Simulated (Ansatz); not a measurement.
# B2 (triplet): wB97M-V, B2PLYP over a scan of the distance B1–B2, cc-pVDZ

Aim: run B2 (triplet) with these functionals over a scan of the distance B1–B2, and hold them against the top wave-function level at the same points.

Method: cc-pVDZ, all electrons in the functionals, frozen cores in the correlation of double hybrids and RPA; program: Ansatz 0.2.0, Gaussian basis.

The runs, in order: wB97M-V, B2PLYP, at 1.280 Å; 1.432 Å; 1.562 Å; 1.695 Å; 1.948 Å; 2.129 Å; 2.531 Å; 2.897 Å; 3.501 Å; 4.237 Å; 5.287 Å.

16 further runs of the same task are left out: 8 that didn't finish, 8 set aside as unsound or not needed.

## 1. What is computed

The geometry derives from a PBE0/def2-TZVP stationary point (not a proven minimum). One bond is set to the value named and the two fragments are kept rigid.

2 atoms, charge 0, spin multiplicity 3.

Atoms are counted from 1 here; the program's logs count them from 0.

Bond lengths: B1–B2 1.562 Å.

No dispersion term is added; wB97M-V holds VV10 nonlocal correlation.

The geometry shown and the zero of energy belong to the point 1.562 Å. The yardstick, FCI, and other wave-function levels (R restricted, U unrestricted, valence and pair active spaces) come from earlier runs.

## 2. wB97M-V, 1.280 Å

File in.yaml:

```yaml
crystal:
  periodic: [false, false, false]
  atoms:
    - {symbol: B, position_ang: [0.000000, 0.000000, 0.000000]}
    - {symbol: B, position_ang: [0.000000, 0.000000, 1.280000]}
basis:
  gaussian: {orbitals: cc-pVDZ}
magnetization: {spin_polarized: true, initial_magnetization: 2}
hamiltonian: {xc: {name: wB97M-V}}
output: {forces: true, orbitals: {seedname: orbitals}}
```

Command:

```sh
$ ansatz run in.yaml --threads 1 --pin off --events-out ev --progress --plain --max-ram 2393MiB
```

After this run come: wB97M-V, 1.432 Å; wB97M-V, 1.562 Å; wB97M-V, 1.695 Å; wB97M-V, 1.948 Å; wB97M-V, 2.129 Å; wB97M-V, 2.531 Å; wB97M-V, 2.897 Å; wB97M-V, 3.501 Å; wB97M-V, 4.237 Å; wB97M-V, 5.287 Å; B2PLYP, 1.280 Å; B2PLYP, 1.432 Å; B2PLYP, 1.562 Å; B2PLYP, 1.695 Å; B2PLYP, 1.948 Å; B2PLYP, 2.129 Å; B2PLYP, 2.531 Å; B2PLYP, 2.897 Å; B2PLYP, 3.501 Å; B2PLYP, 4.237 Å; B2PLYP, 5.287 Å.

Q: Predict the results of all the runs planned. Wanted: span of the FCI curve; largest miss, wB97M-V; largest miss, B2PLYP.

The runs gave:

| quantity | value |
| --- | --- |
| span of the FCI curve | 245.0 kJ/mol |
| largest miss, wB97M-V | -37.3 kJ/mol (1.280 Å) |
| largest miss, B2PLYP | -37.9 kJ/mol (1.280 Å) |

Of the functionals, wB97M-V keep the smallest largest miss at the points compared (at most 37.3 kJ/mol) and B2PLYP strays most (37.9 kJ/mol, at 1.280 Å). wB97M-V, B2PLYP clearly break the spin symmetry at some points (⟨S²⟩ up to 0.90 above the pure value), so energy there is bought with a mixed spin. Functionals and the yardstick converge differently with the basis, so part of each miss in cc-pVDZ is the basis.
